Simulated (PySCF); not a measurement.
Compound: C5H3N.
SMILES with atom numbers: `[CH2:1]=[C:2]=[C:3]=[CH:4][C:5]#[N:6]` (hydrogens: H7, H8 on C1; H9 on C4)

Method used: PBE0-D3(BJ)/def2-TZVP geometry optimisation, gas phase in PySCF 2.14.0.

(1) List the bond lengths and angles at this level.

Results:

(1) 
```
        bond  length (Å)
       C1=C2       1.310
       C2=C3       1.259
       C3=C4       1.320
       C4–C5       1.419
       C5≡N6       1.153
C1–H7, C1–H8       1.085
       C4–H9       1.087
```

Bonds in one row agree within 0.01 Å and their mean is given. A selection of angles:
```
   angle  degrees
C2–C1–H7    121.0
H7–C1–H8    118.0
C1–C2–C3    179.5
C2–C3–C4    179.1
C3–C4–C5    122.5
C3–C4–H9    120.8
C5–C4–H9    116.7
C4–C5–N6    178.4
```

The 6 heavy atoms lie in one plane (0.000 Å rms). The 4 C–C bonds span 1.259 Å (C2=C3, drawn double) to 1.419 Å (C4–C5, drawn single), a spread of 0.160 Å.

Point group: Cs (every atom within 0.08 Å of its image). Not checked by PBE0-D3(BJ)/def2-TZVP frequencies.
